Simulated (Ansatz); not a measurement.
# AlH (triplet): wave-function methods side by side at distance Al1–H2 = 2.165 Å, cc-pVQZ

How much of the correlation energy of AlH (triplet) does each wave-function method recover here?

Method: cc-pVQZ, core rule «outside noble gas», up to 5 orbitals frozen; program: Ansatz 0.2.0, Gaussian basis.

Plan: UHF; CCSD(T) on ROHF; CCSD(T) on UHF; BCCD(T) on ROHF; CCSDT(Q) on ROHF; CCSDT(Q) on UHF; CASSCF and NEVPT2, 4 electrons in 5 orbitals; Full CI.

17 further runs of the same task are left out: 4 for a known fault of the program, 10 that didn't finish, 3 set aside as unsound or not needed.

## Step 1: What is computed

The geometry derives from a PBE0/def2-TZVP stationary point (not a proven minimum). One bond is set to the value named and the two fragments are kept rigid.

2 atoms, charge 0, spin multiplicity 3.

Atoms are counted from 1 here; the program's logs count them from 0.

No contacts short enough for the rule that draws bonds.

Coordinates:

```xyz
2

Al    0.00000    0.00000    0.00000
H     0.00000    0.00000    2.16500
```

## Step 2: UHF

in.yaml

```yaml
crystal:
  periodic: [false, false, false]
  atoms:
    - {symbol: Al, position_ang: [0.000000, 0.000000, 0.000000]}
    - {symbol: H, position_ang: [0.000000, 0.000000, 2.165000]}
basis:
  gaussian: {orbitals: cc-pVQZ}
magnetization: {spin_polarized: true, initial_magnetization: 2}
hamiltonian: {xc: hf}
output: {orbitals: {seedname: orbitals}}
```

Run with:

```bash
> ansatz run in.yaml --threads 1 --pin off --events-out ev --progress --plain --max-ram 2393MiB
```

After this run come: CCSD(T) on ROHF; CCSD(T) on UHF; BCCD(T) on ROHF; CCSDT(Q) on ROHF; CCSDT(Q) on UHF; CASSCF and NEVPT2, 4 electrons in 5 orbitals; Full CI.

Q: Predict the results of all the runs planned. Wanted: FCI below the RHF energy; RMP2 from FCI; UMP2 from FCI; RCCSD from FCI; RCCSD(T) from FCI; UCCSD(T) from FCI; RCCSDT(Q) from FCI; UCCSDT(Q) from FCI; NEVPT2 valence from FCI.

**Answer**, as computed:

```
                         quantity                                                              value
         FCI below the RHF energy                                                         -2.0820 eV
                    RMP2 from FCI                                                    +12.77 kcal/mol
                    UMP2 from FCI                                                    +13.78 kcal/mol
                   RCCSD from FCI                                                     +2.15 kcal/mol
                RCCSD(T) from FCI                                                     +0.51 kcal/mol
                UCCSD(T) from FCI                                                     +0.51 kcal/mol
               RCCSDT(Q) from FCI                                                      0.00 kcal/mol
               UCCSDT(Q) from FCI                                                     -0.01 kcal/mol
          NEVPT2 valence from FCI                                                     +7.36 kcal/mol
levels within 1 kcal/mol (43 meV)  RCCSD(T), UCCSD(T), BCCD(T), RCCSDT, UCCSDT, RCCSDT(Q), UCCSDT(Q)
                    T1 diagnostic                                                              0.049
   effectively unpaired electrons                                                               2.06
```

What this shows: RCCSD(T) misses by +0.51 kcal/mol, 1.1 % of the correlation energy. The occupations are near whole numbers, but T1 = 0.049 shows that the orbitals relax strongly. Coupled cluster took another determinant than the lowest Hartree-Fock one. These misses are within one basis, not against nature; the frozen cores of restricted and unrestricted runs differ, which can shift their rows.
